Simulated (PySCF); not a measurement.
Compound: C5H10S.
Numbering: `[CH3:1][CH2:2][CH2:3][C:4]([CH3:5])=[S:6]` (hydrogens: H7, H8, H9 on C1; H10, H11 on C2; H12, H13 on C3; H14, H15, H16 on C5)

Geometry (PBE0-D3(BJ)/def2-SVP, Å), atoms numbered from 1 in this order:
```
atom  x, y, z in Å
C1    -2.376    0.305   -0.476
C2    -1.011   -0.198   -0.038
C3     0.102    0.200   -1.016
C4     1.442   -0.358   -0.622
C5     2.128    0.316    0.525
S6     2.081   -1.654   -1.372
H7    -3.159    0.006    0.238
H8    -2.652   -0.097   -1.463
H9    -2.394    1.404   -0.549
H10   -0.780    0.187    0.969
H11   -1.021   -1.298    0.044
H12   -0.153   -0.165   -2.021
H13    0.164    1.303   -1.059
H14    2.239    1.395    0.323
H15    1.511    0.235    1.436
H16    3.111   -0.127    0.720
```

Theory: core-valence-separated Tamm–Dancoff BHandHLYP/aug-pcX-1 (pcseg-1 on H, def2-SVPD on S) in PySCF, non-relativistic, gas phase, PBE0-D3(BJ)/def2-SVP geometry. BHandHLYP without relativity tends to put these K edges a few eV too low, so spacings mean more than positions.

The lowest roots of each edge with f over 0.003 (five at most, numbered afresh; weaker and dark ones are left out), with transition dipoles (au) in the frame of the coordinates:

| root | edge | E (eV) | f | μx | μy | μz |
| --- | --- | --- | --- | --- | --- | --- |
| 1 | C | 282.00 | 0.0778 | 0.0488 | 0.0648 | -0.0684 |
| 2 | C | 284.57 | 0.0100 | 0.0245 | 0.0092 | -0.0273 |
| 3 | C | 285.08 | 0.0066 | -0.0227 | 0.0168 | -0.0123 |
| 4 | C | 285.40 | 0.0047 | -0.0252 | 0.0064 | 0.0012 |
| 5 | C | 285.70 | 0.0107 | -0.0023 | -0.0283 | -0.0268 |

Problem. Molecules are fixed in this frame and the field points along z. What effective strengths 3 f cos²θ do the roots have (θ between field and μ)?

Solution. root 1 (C4): 0.097, root 2 (C2): 0.016, root 3 (C1): 0.003, root 4 (C1): 0.000, root 5 (C5): 0.015. Root 1 is the strongest. Averaged over all orientations cos²θ is 1/3, which gives f back.

One conformer stands for the species.
